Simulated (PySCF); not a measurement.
Level of theory: PBE-D3(BJ)/def2-TZVP // B3LYP-D3(BJ)/def2-TZVP in PySCF. Isolated molecules, 0 K electronic values unless said otherwise. 

Reference species (SMILES): `C#N` (neutral, multiplicity 1).

| Quantity | Value |
|---|---|
| HOMO–LUMO gap | 8.18 eV |
| dipole moment | 2.93 D |
| LUMO | -0.86 eV |

After one change: the HOMO–LUMO gap falls by 1.03 eV; the dipole moment goes up by 0.88 D; the LUMO falls by 0.37 eV.

Task: Name the change that produced these shifts. The new species is one of these.
(A) `C=CC#N`
(B) `CC#N`
(C) `N#[C][GeH3]`
(D) `CC(=O)C#N`

Result: C, `N#[C][GeH3]`
